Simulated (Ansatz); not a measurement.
**H2SO2 (SMILES [H][H].O=S=O): molecular dynamics**

Aim: follow the atoms for 30 steps of 0.5 fs at constant energy, with velocities drawn for 500 K.

Method: wB97X-V/def2-SVP; program: Ansatz 0.2.0, Gaussian basis.

1 further run of the same task is left out (it didn't finish).

## Step 1: The starting structure

The start, a pair relaxed at PBE0-D4: SMILES `[H][H].O=S=O`, 5 atoms, charge 0, spin multiplicity 1.

Atoms are counted from 1 here; the program's logs count them from 0.

Bond lengths: H1–H2 0.747 Å, O3–S4 1.432 Å, S4–O5 1.431 Å. Angles: O3–S4–O5 118.8°.

Coordinates:

```xyz
5
H2O2S
H     0.35274   -0.06633   -2.07872
H    -0.02271   -0.02081   -2.72253
O     0.78070   -0.09854    0.72409
S    -0.50296    0.10370    1.32508
O    -0.60777    0.08199    2.75208
```

## Step 2: The run

File md/in.yaml:

```yaml
crystal:
  periodic: [false, false, false]
  atoms:
    - {symbol: H, position_ang: [0.352743, -0.066333, -2.078721]}
    - {symbol: H, position_ang: [-0.022709, -0.020814, -2.722526]}
    - {symbol: O, position_ang: [0.780698, -0.098537, 0.724087]}
    - {symbol: S, position_ang: [-0.502959, 0.103696, 1.325084]}
    - {symbol: O, position_ang: [-0.607774, 0.081988, 2.752075]}
basis:
  gaussian: {orbitals: def2-SVP}
hamiltonian: {xc: {name: wB97X-V}}
md: {n_steps: 30, timestep: 0.5, temperature: 500, ensemble: nve, seed: 6, initial_velocities: maxwell_boltzmann}
```

Command:

```sh
$ ansatz run in.yaml --threads 2 --pin off --events-out ev --progress --plain --max-ram 5222MiB
```

Before running it: what results should come out? Wanted: temperature at the start; mean temperature, second half; lowest and highest potential energy, from the first frame; largest change of potential + kinetic.

The runs gave:

| quantity | value |
| --- | --- |
| length | 30 steps, 15.0 fs |
| temperature at the start | 500 K |
| mean temperature, second half | 378 K |
| lowest and highest potential energy, from the first frame | -11 and 85 meV |
| largest change of potential + kinetic | 1.8 meV |

In words: With no thermostat the total energy should stay fixed; it holds within 1.8 meV, small beside the kinetic energy, so the time step serves. With 5 atoms the instant temperature spans 285 to 529 K. The molecule keeps its bonds.
